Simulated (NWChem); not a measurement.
Molecule: methylamine (CH$_{5}$N); SMILES CN

```xyz
7

C     -0.0088    -0.6958     0.0000
N     -0.0944     0.7480     0.0000
H     -0.5301    -1.1014    -0.8817
H     -0.5301    -1.1014     0.8817
H      1.0146    -1.1279     0.0000
H      0.3796     1.1347    -0.8133
H      0.3796     1.1347     0.8133
```
Atoms are numbered in this order, from 1.

All runs: NWChem. All runs use the structure optimised with PBE0/def2-SVP. Ions are spin-unrestricted doublets at the neutral geometry; other ion states weren't tried.

For level B3LYP/def2-SVP:

```
Property       Value
-------------  -----
−ε(HOMO) (eV)   6.21
```

### Question
Estimate the same quantities for level PBE/def2-SVP.

### Answer
The −ε(HOMO) (eV) comes out as 4.87.
